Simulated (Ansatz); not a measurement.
Energy needed to pull apart SiNH4F (SMILES N[SiH2]F), singlet, into free ground-state atoms, from the structure below (displaced at random from a GFN2-xTB minimum); no zero-point or spin–orbit terms; open-shell atoms are treated unrestricted, in their ground-state multiplicity.

```json
{"atom": "N1", "x (Å)": "-0.8768", "y (Å)": "0.5247", "z (Å)": "-0.5592"}
{"atom": "Si2", "x (Å)": "0.4332", "y (Å)": "0.0076", "z (Å)": "0.4780"}
{"atom": "F3", "x (Å)": "0.4393", "y (Å)": "-1.4924", "z (Å)": "0.7959"}
{"atom": "H4", "x (Å)": "-0.8441", "y (Å)": "0.0061", "z (Å)": "-1.4020"}
{"atom": "H5", "x (Å)": "-1.4527", "y (Å)": "0.4931", "z (Å)": "-0.1866"}
{"atom": "H6", "x (Å)": "0.4672", "y (Å)": "0.4841", "z (Å)": "1.7034"}
{"atom": "H7", "x (Å)": "1.4813", "y (Å)": "-0.0521", "z (Å)": "-0.6142"}
```

Ansatz 0.2.0; basis: def2-TZVPP; cores frozen in the correlated methods.

```json
{"method": "PBE-D4", "atomization energy (kJ/mol)": "1831"}
{"method": "r2SCAN-D4", "atomization energy (kJ/mol)": "?"}
{"method": "B97M-V", "atomization energy (kJ/mol)": "1847"}
{"method": "PBE0-D4", "atomization energy (kJ/mol)": "1801"}
{"method": "CAM-B3LYP-D4", "atomization energy (kJ/mol)": "?"}
{"method": "wB97M-V", "atomization energy (kJ/mol)": "1850"}
{"method": "HF", "atomization energy (kJ/mol)": "1176"}
{"method": "MP2", "atomization energy (kJ/mol)": "1802"}
{"method": "CCSD", "atomization energy (kJ/mol)": "1744"}
{"method": "CCSD(T)", "atomization energy (kJ/mol)": "1770"}
```

**Question.** What does CAM-B3LYP-D4 give? (To be estimated.)

**Answer.** The calculation gives: 1861 kJ/mol, which is about 92 kJ/mol more than CCSD(T)/def2-TZVPP.

**Question.** What does r2SCAN-D4 give? (To be estimated.)

**Answer.** Computed: 1823 kJ/mol, which is about 53 kJ/mol more than CCSD(T)/def2-TZVPP.

In triple zeta the MP2 and coupled-cluster atomization energies are still short of their basis limit by a few kcal/mol a bond, whereas those of the functionals are nearly converged, so these differences are not deviations from converged CCSD(T).

T1 diagnostic: at most 0.011.

For scale, one of the runs: CCSD(T)/def2-TZVPP forces, 160 basis functions, launched by `ansatz run in.yaml --threads 4 --pin off --events-out ev --progress --plain --max-ram 5222MiB`. Time: 62 s of wall clock on 4 CPU threads of an Intel Xeon Platinum 8488C; the host was shared. Peak host memory: 2.2 GiB.
